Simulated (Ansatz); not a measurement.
# HO2 radical: geometry and frequencies at several levels, part 2 of 2

The task, for HO2 radical: geometry and frequencies at several levels. Spin multiplicity 2.

Ansatz 0.2.0, Gaussian bases. The steps go on from the part before.

### 11 Relaxation, B2PLYP/def2-TZVPP

input.yaml

```yaml
crystal:
  periodic: [false, false, false]
  atoms:
    - { symbol: O, position_ang: [0.60852201, -0.28883212, 0.00014537] }
    - { symbol: O, position_ang: [-0.55241343, 0.31631414, -0.00067481] }
    - { symbol: H, position_ang: [-1.21768859, -0.39258202, 0.00950944] }
magnetization:
  spin_polarized: true
  initial_magnetization: 1
basis:
  gaussian: { orbitals: def2-TZVPP }
hamiltonian:
  xc: { name: B2PLYP }
relax:
  f_tol: 0.002
  max_steps: 150
```

Command:

```bash
> ansatz run input.yaml --threads 2 --pin off --max-ram 5120MiB --backend cpu --events-out ev --progress --plain --runs-dir out
```

What it wrote (excerpt; [...] marks lines left out):

```text
Warning: RAYON_NUM_THREADS=2 ignored (pool sized by the plan → 2); use --threads N
[...]
Functional definition: B2PLYP
[...]
522 factors; integrals over basis functions are off by at most 3.2e-4 eV
[...]
mean field -4101.61871527 eV, -150.7317076093 hartree, gradient 4.8e-6 eV, S^2 0.757323; 2 other end points of the search recorded, 0 dependent functions left out
2 core orbitals not correlated: weight in the atoms' cores, before any rotation towards them, 1.000 or more for the frozen orbitals, at most 0.000 for the correlated occupied ones
reference -4101.61880659 eV, -150.7317109649 hartree; 7, 6 occupied and 67, 68 virtual orbitals, 522 factors
second order -14.77969107 eV of doubles, -0.00000000 eV of singles
[...]
relax step   1: F+E_penalty+E_count = -4105.60923186 eV  Δ(F+E_penalty+E_count) = +0.000e0 eV  max|allowed force component| = 6.805e-1 eV/Å  Δτ_max = 0.0000 Å  (73 SCF iters, accepted)
[...]
522 factors; integrals over basis functions are off by at most 3.2e-4 eV
[...]
mean field -4101.60948215 eV, -150.7313682982 hartree, gradient 1.2e-6 eV, S^2 0.757347; 3 other end points of the search recorded, 0 dependent functions left out
2 core orbitals not correlated: weight in the atoms' cores, before any rotation towards them, 1.000 or more for the frozen orbitals, at most 0.000 for the correlated occupied ones
reference -4101.60957324 eV, -150.7313716458 hartree; 7, 6 occupied and 67, 68 virtual orbitals, 522 factors
second order -14.83999428 eV of doubles, -0.00000000 eV of singles
[...]
Total energy: -4105.61637170 eV, -150.8786187731 hartree
Atom 0 at     0.615265    -0.293817     0.000165 Å, force     0.000020    -0.000009     0.000000 eV/Å
Atom 1 at    -0.560031     0.323003    -0.000708 Å, force    -0.000033    -0.000008     0.000000 eV/Å
Atom 2 at    -1.216814    -0.394286     0.009523 Å, force     0.000013     0.000017    -0.000000 eV/Å
Dipole moment:    -0.434437    -0.179950     0.003795 e Å
```

Wall time 15 s (2 threads of AMD EPYC 7R43 (Zen 3), shared host); peak memory 0.2 GiB.

Relaxation path:

| step | energy from step 1 (eV) | largest force component (eV/Å) |
| --- | --- | --- |
| 1 | 0.0000 | 0.6805 |
| 2 | -0.0054 | 0.3056 |
| 3 | -0.0070 | 0.0358 |
| 4 | -0.0070 | 0.0166 |
| 5 | -0.0070 | 0.0027 |
| 6 | -0.0070 | 0.0000 |

Step 1 is the start.

Before: Bond lengths: O1–O2 1.309 Å, O2–H3 0.972 Å. Angles: O1–O2–H3 105.6°.

After: Bond lengths: O1–O2 1.327 Å, O2–H3 0.973 Å. Angles: O1–O2–H3 104.8°.

### 12 Frequencies, B2PLYP/def2-TZVPP

input.yaml

```yaml
crystal:
  periodic: [false, false, false]
  atoms:
    - { symbol: O, position_ang: [0.61526537, -0.29381708, 0.00016497] }
    - { symbol: O, position_ang: [-0.560031, 0.3230033, -0.00070763] }
    - { symbol: H, position_ang: [-1.21681438, -0.39428622, 0.00952266] }
magnetization:
  spin_polarized: true
  initial_magnetization: 1
basis:
  gaussian: { orbitals: def2-TZVPP }
hamiltonian:
  xc: { name: B2PLYP }
phonons: {}
```

Command:

```bash
> ansatz run input.yaml --threads 2 --pin off --max-ram 5120MiB --backend cpu --events-out ev --progress --plain --runs-dir out
```

What it wrote (excerpt; [...] marks lines left out):

```text
Warning: RAYON_NUM_THREADS=2 ignored (pool sized by the plan → 2); use --threads N
[...]
Functional definition: B2PLYP
[...]
522 factors; integrals over basis functions are off by at most 3.2e-4 eV
[...]
mean field -4101.60948205 eV, -150.7313682946 hartree, gradient 5.7e-6 eV, S^2 0.757347; 2 other end points of the search recorded, 0 dependent functions left out
2 core orbitals not correlated: weight in the atoms' cores, before any rotation towards them, 1.000 or more for the frozen orbitals, at most 0.000 for the correlated occupied ones
reference -4101.60957316 eV, -150.7313716429 hartree; 7, 6 occupied and 67, 68 virtual orbitals, 522 factors
second order -14.83999448 eV of doubles, -0.00000000 eV of singles
[...]
522 factors; integrals over basis functions are off by at most 3.2e-4 eV
[...]
522 factors; integrals over basis functions are off by at most 3.2e-4 eV
mean field -4101.60876823 eV, -150.7313420622 hartree, gradient 2.2e-6 eV, S^2 0.757350; 0 other end points of the search recorded, 0 dependent functions left out
2 core orbitals not correlated: weight in the atoms' cores, before any rotation towards them, 1.000 or more for the frozen orbitals, at most 0.000 for the correlated occupied ones
reference -4101.60885940 eV, -150.7313454128 hartree; 7, 6 occupied and 67, 68 virtual orbitals, 522 factors
second order -14.84249742 eV of doubles, -0.00000000 eV of singles
[...]
Total energy: -4105.61637167 eV, -150.8786187723 hartree
Atom 0 at     0.615265    -0.293817     0.000165 Å, force     0.000022    -0.000011     0.000000 eV/Å
Atom 1 at    -0.560031     0.323003    -0.000708 Å, force    -0.000035    -0.000006     0.000000 eV/Å
Atom 2 at    -1.216814    -0.394286     0.009523 Å, force     0.000013     0.000016    -0.000000 eV/Å
Dipole moment:    -0.434437    -0.179950     0.003795 e Å
Vibrations: 1173.68 1435.41 3647.16 cm⁻¹, zero-point energy 0.387838 eV
```

Run time: 24 s. Hardware: 2 threads of AMD EPYC 7R43 (Zen 3), shared host; peak memory 0.19 GiB.

Harmonic frequencies (cm⁻¹; negative: imaginary): 1174, 1435, 3647.

### 13 The levels compared

```
               level  O1–O2 (Å)  rotational constants (MHz)  dipole (D)  highest frequency (cm⁻¹)  CPU time
  PBE0-D4/def2-TZVPP     1.3092        627740, 34662, 32849        2.24                      3657     7.5 s
   PBE-D4/def2-TZVPP     1.3359        604550, 33334, 31592        2.28                      3436     8.9 s
r2SCAN-D4/def2-TZVPP     1.3282        617500, 33738, 31990        2.23                      3575      11 s
 B3LYP-D4/def2-TZVPP     1.3264        622020, 33797, 32056        2.25                      3603       7 s
   B2PLYP/def2-TZVPP     1.3273        620680, 33800, 32054        2.26                      3647      28 s
```

Constants are for the commonest isotopes at the equilibrium geometry; times are CPU times of the relaxations.

### 14 What came out

The summary covers parts 1 to 2.

| quantity | value |
| --- | --- |
| O1–O2 at B2PLYP/def2-TZVPP | 1.327 Å |
| frequencies at B2PLYP/def2-TZVPP | 1174 to 3647 cm⁻¹ |

What this shows: The O–O distance spreads over 0.027 Å, from PBE0-D4/def2-TZVPP (shortest) to PBE-D4/def2-TZVPP. No mode is imaginary, so the geometry is a minimum.
